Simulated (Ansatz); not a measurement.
# CHBSi (singlet): wave-function methods side by side, cc-pVTZ

One table from this session's results is given with a row withheld; the runs are named, their logs left out.

The runs use Ansatz 0.2.0, Gaussian basis; cc-pVTZ, core rule «outside noble gas», up to 7 orbitals frozen.

The runs, in order: UHF; CCSD(T) on RHF; BCCD(T) on RHF; CCSDT(Q) on RHF.

### The system

The geometry is a PBE0/def2-TZVP stationary point (not a proven minimum).

4 atoms, charge 0, spin multiplicity 1.

Atoms are counted from 1 here; the program's logs count them from 0.

Bond lengths: B1–C2 1.363 Å, B1–H4 1.175 Å, C2–Si3 1.675 Å. Angles: C2–B1–H4 180.0°, B1–C2–Si3 180.0°.

Set-up of the first run:

in.yaml reads:

```yaml
crystal:
  periodic: [false, false, false]
  atoms:
    - {symbol: B, position_ang: [0.000000, 0.000000, 0.806500]}
    - {symbol: C, position_ang: [0.000000, 0.000000, -0.556100]}
    - {symbol: Si, position_ang: [0.000000, 0.000000, -2.231400]}
    - {symbol: H, position_ang: [0.000000, 0.000000, 1.981000]}
basis:
  gaussian: {orbitals: cc-pVTZ}
magnetization: {spin_polarized: true, initial_magnetization: 0}
hamiltonian: {xc: hf}
output: {orbitals: {seedname: orbitals}}
```

Command:

```bash
$ ansatz run in.yaml --threads 1 --pin off --events-out ev --progress --plain --max-ram 4096MiB --backend cpu
```

Among the steps run: UHF; CCSD(T) on RHF; BCCD(T) on RHF; CCSDT(Q) on RHF.

One of the session's tables, all rows but one given; the rest of the session is left out.

| method | from RCCSDT(Q) (kJ/mol) |
| --- | --- |
| RHF | +994.9 |
| RMP2 | +115.9 |
| RCCSD | +71.5 |
| RCCSD(T) | ? |
| BCCD(T) | +7.1 |
| RCCSDT | +6.2 |
| RCCSDT(Q) | 0 |

Q: Estimate the row for RCCSD(T) from the others.

**Answer.** from RCCSDT(Q) (kJ/mol): +7.7. In the column «from RCCSDT(Q) (kJ/mol)» it lies between BCCD(T) (+7.1) and RCCSD (+71.5).

With the free atoms at the same levels and basis (separate runs), the atomisation energy is 15.155 eV at RCCSDT(Q), 15.122 eV at RCCSD(T), 11.202 eV at RHF.
